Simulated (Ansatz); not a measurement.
Zinc-blende HgS (metastable phase) was calculated with PBE+SOC (PAW; Ansatz, a first-principles code).

Numerical settings: plane-wave cutoff 520 eV, 10×10×10 k mesh, Fermi–Dirac smearing 0.01 eV, PAW data made under PBE.

Cell (measured lattice):

Space group F-43m (No. 216); a = b = c = 5.8410 Å, α = β = γ = 90.00°

| atom | site | symmetry | x | y | z |
|---|---|---|---|---|---|
| Hg | 4a | -43m | 0.0000 | 0.0000 | 0.0000 |
| S | 4d | -43m | 0.7500 | 0.7500 | 0.7500 |
(The calculation used a cell of 2 atoms; values per cell refer to that cell.)

**Question.** Estimate the band gap and smallest direct gap on the k points sampled that the calculation returns.

**Answer.** 
- band gap = 0.04 eV (indirect)
- smallest direct gap on the k points sampled = 0.11 eV

Note: cell and atoms aren't relaxed at this level (pressure 3.9 GPa).
